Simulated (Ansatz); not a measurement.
# quartet BNH3: levels of theory compared

Aim: a comparison of 6 runs (UB3LYP/6-31G*, U-wB97X/def2-TZVPP, UCAM-B3LYP/def2-TZVPP, RPA@PBE/def2-TZVPP, RPA@PBE0/def2-TZVPP, UCCSD/def2-TZVPP) of quartet BNH3. 

The results are computed with Ansatz 0.2.0.

45 further runs of the same task are left out: 45 set aside as unsound or not needed.

## Step 1: The system as given

BNH3: 5 atoms, total charge 0, spin state quartet. As SMILES of the parent species, `B[NH]`. The coordinates come from a PBE0-D4/def2-TZVP relaxation. That shape belongs to the parent species and isn't relaxed for this state.

Bond lengths: B1–N2 1.329 Å, B1–H3 1.210 Å, B1–H4 1.204 Å, N2–H5 0.999 Å. Angles: B1–N2–H5 163.9°, N2–B1–H3 118.8°, N2–B1–H4 121.2°, H3–B1–H4 119.9°.

## Step 2: The energy at UB3LYP/6-31G(d) (Cartesian functions) (run 1)

Contents of input.yaml:

```yaml
crystal:
  periodic: [false, false, false]
  atoms:
    - {symbol: B, position_ang: [-0.310800, -0.370100, -0.091600]}
    - {symbol: "N", position_ang: [0.531200, 0.655200, -0.019800]}
    - {symbol: H, position_ang: [-0.414800, -1.107400, 0.862500]}
    - {symbol: H, position_ang: [-0.964100, -0.573100, -1.081900]}
    - {symbol: H, position_ang: [1.208400, 1.321700, 0.289300]}
basis:
  gaussian:
    orbitals: "6-31G*"
magnetization:
  spin_polarized: true
  initial_magnetization: 3
hamiltonian:
  xc: {name: B3LYP}
accuracy: high
output: {orbitals: {seedname: orbitals}}
```

Run with:

```console
$ ansatz run input.yaml --threads 1 --pin off --max-ram 3480MiB --events-out events.jsonl --progress --plain --runs-dir runs
```

Log:

```text
Warning: RAYON_NUM_THREADS=1 ignored (pool sized by the plan → 1); use --threads N
Functional definition: B3LYP
  name "B3LYP"
  parameter a0 = 0.2
  parameter ax = 0.72
  parameter ac = 0.81
  exchange = (1 - a0 - ax)*slater_x + ax*b88_x + a0*exact_x
  correlation = (1 - ac)*vwn_rpa_c + ac*lyp_c
753 factors; integrals over basis functions are off by at most 3.5e-9 eV
mean field evaluation 1: about -2205.8809 eV, gradient 1.9e1 eV
mean field evaluation 2: about -2206.4798 eV, gradient 1.6e1 eV
mean field evaluation 4: about -2207.7684 eV, gradient 8.5e-1 eV
mean field evaluation 8: about -2207.7711 eV, gradient 4.8e-3 eV
mean field evaluation 16: about -2207.7711 eV, gradient 9.3e-7 eV
mean field -2207.77113904 eV, -81.1340928786 hartree, gradient 3.6e-8 eV, S^2 3.758440; 0 other end points of the search recorded, 0 dependent functions left out
reference -2207.77116775 eV, -81.1340939339 hartree; 9, 6 occupied and 27, 30 virtual orbitals, 753 factors
Total energy: -2207.77116775 eV, -81.1340939339 hartree
```

It took 2.1 s on 1 thread of Arm Neoverse V1, shared host; peak memory 0.13 GiB.

## Step 3: The energy at U-wB97X/def2-TZVPP (run 2)

Contents of job.yaml:

```yaml
crystal:
  periodic: [false, false, false]
  atoms:
    - {symbol: B, position_ang: [-0.310800, -0.370100, -0.091600]}
    - {symbol: "N", position_ang: [0.531200, 0.655200, -0.019800]}
    - {symbol: H, position_ang: [-0.414800, -1.107400, 0.862500]}
    - {symbol: H, position_ang: [-0.964100, -0.573100, -1.081900]}
    - {symbol: H, position_ang: [1.208400, 1.321700, 0.289300]}
basis:
  gaussian: {orbitals: def2-TZVPP}
hamiltonian: {xc: {name: wB97X}}
output: {orbitals: {seedname: orbitals}}
magnetization: {spin_polarized: true, initial_magnetization: 3}
accuracy: high
```

Run with:

```console
$ ansatz run job.yaml --threads 1 --pin off --max-ram 3480MiB --events-out events.jsonl --progress --plain --runs-dir runs
```

Log (excerpt; [...] marks lines left out):

```text
Warning: RAYON_NUM_THREADS=1 ignored (pool sized by the plan → 1); use --threads N
Functional definition: wB97X
  name "wB97X"
[...]
      + exact_x_lr(omega)
[...]
      + integral(e_c_pw_opposite_spin*poly(b97_u_opposite, 1, cos1, cos2, cos3, cos4))
1698 factors; integrals over basis functions are off by at most 3.1e-9 eV
272 factors; integrals over basis functions are off by at most 2.3e-9 eV
[...]
mean field -2207.84929412 eV, -81.1369650249 hartree, gradient 4.8e-8 eV, S^2 3.762456; 0 other end points of the search recorded, 0 dependent functions left out
reference -2207.84929290 eV, -81.1369649802 hartree; 9, 6 occupied and 95, 98 virtual orbitals, 1698 factors
Total energy: -2207.84929290 eV, -81.1369649802 hartree
```

Wall time 26 s (1 thread of Arm Neoverse V1, shared host); peak memory 0.49 GiB.

Run 3 isn't shown in full; the table further down has it.

## Step 4: A single-point energy at RPA@PBE/def2-TZVPP (run 4)

Contents of in.yaml:

```yaml
basis:
  gaussian:
    orbitals: def2-TZVPP
crystal:
  periodic: [false, false, false]
  atoms:
    - symbol: B
      position_ang: [-0.310800, -0.370100, -0.091600]
    - symbol: N
      position_ang: [0.531200, 0.655200, -0.019800]
    - symbol: H
      position_ang: [-0.414800, -1.107400, 0.862500]
    - symbol: H
      position_ang: [-0.964100, -0.573100, -1.081900]
    - symbol: H
      position_ang: [1.208400, 1.321700, 0.289300]
magnetization:
  spin_polarized: true
  initial_magnetization: 3
hamiltonian:
  xc: {name: PBE}
correlation:
  method: rpa
  frozen_orbitals: {B: 1, H: 0, "N": 1}
accuracy: high
```

Run with:

```console
$ ansatz run in.yaml --threads 1 --pin off --max-ram 3480MiB --events-out events.jsonl --progress --plain --runs-dir runs
```

Log (excerpt; [...] marks lines left out):

```text
Warning: RAYON_NUM_THREADS=1 ignored (pool sized by the plan → 1); use --threads N
Functional definition: PBE
  name "PBE"
[...]
1698 factors; integrals over basis functions are off by at most 3.1e-9 eV
[...]
mean field -2205.75303360 eV, -81.0599288715 hartree, gradient 5.3e-8 eV, S^2 3.756900; 3 other end points of the search recorded, 0 dependent functions left out
2 core orbitals not correlated: weight in the atoms' cores, before any rotation towards them, 1.000 or more for the frozen orbitals, at most 0.000 for the correlated occupied ones
reference -2194.71135948 eV, -80.6541548322 hartree; 7, 4 occupied and 95, 98 virtual orbitals, 1698 factors
Total energy: -2208.24047027 eV, -81.1513404833 hartree
```

Wall time 12 s (1 thread of Arm Neoverse V1, shared host); peak memory 0.36 GiB.

Run 5 isn't shown in full; the table further down has it.

## Step 5: The energy at UCCSD/def2-TZVPP (run 6)

Contents of in.yaml:

```yaml
crystal:
  periodic: [false, false, false]
  atoms:
    - {symbol: B, position_ang: [-0.310800, -0.370100, -0.091600]}
    - {symbol: N, position_ang: [0.531200, 0.655200, -0.019800]}
    - {symbol: H, position_ang: [-0.414800, -1.107400, 0.862500]}
    - {symbol: H, position_ang: [-0.964100, -0.573100, -1.081900]}
    - {symbol: H, position_ang: [1.208400, 1.321700, 0.289300]}
basis:
  gaussian:
    orbitals: def2-TZVPP
scf:
  omitted_lower_state_checks: [cluster_reference, increment]
correlation:
  method: ccsd
  frozen_orbitals: {B: 1, H: 0, "N": 1}
magnetization:
  spin_polarized: true
  initial_magnetization: 3
total_charge: 0
accuracy: high
```

Run with:

```console
$ ansatz run in.yaml --threads 1 --pin off --max-ram 3480MiB --events-out events.jsonl --progress --plain --runs-dir runs
```

Log:

```text
Warning: RAYON_NUM_THREADS=1 ignored (pool sized by the plan → 1); use --threads N
[... 12 lines left out ...]
2 core orbitals not correlated: weight in the atoms' cores, before any rotation towards them, 1.000 or more for the frozen orbitals, at most 0.000 for the correlated occupied ones
[... 29 lines left out ...]
Total energy: -2203.27161652 eV, -80.9687384761 hartree
Checks for a lower state left out: cluster_reference, increment
```

It took 35 s on 1 thread of Arm Neoverse V1, shared host; peak memory 1.6 GiB.

## Step 6: All runs side by side

| run | level | Cartesian functions | frozen core orbitals | energy (Eh) | ⟨S²⟩ | wall time |
| --- | --- | --- | --- | --- | --- | --- |
| 1 | UB3LYP/6-31G* (Cartesian functions) | yes | – | -81.134094 | 3.758 | 2.1 s |
| 2 | U-wB97X/def2-TZVPP | no | – | -81.136965 | 3.762 | 26 s |
| 3 | UCAM-B3LYP/def2-TZVPP | no | – | -81.124207 | 3.761 | 7.2 s |
| 4 | RPA@PBE/def2-TZVPP | no | 2 | -81.151340 | 3.757 | 12 s |
| 5 | RPA@PBE0/def2-TZVPP | no | 2 | -81.112532 | 3.761 | 9.9 s |
| 6 | UCCSD/def2-TZVPP | no | 2 | -80.968738 | 3.781 | 35 s |

## Step 7: Outcome

| quantity | value |
| --- | --- |
| run 6: total energy | -80.96874 Eh |
| run 6: correlation energy (2 core orbitals frozen) | -287.6 mEh |
| run 6: ⟨S²⟩ of the reference determinant | 3.781 |
| run 6: T1 diagnostic | 0.038 |

**Reading.** Totals of different functionals can't be ranked against each other. All runs together took 92 s, the longest 35 s.
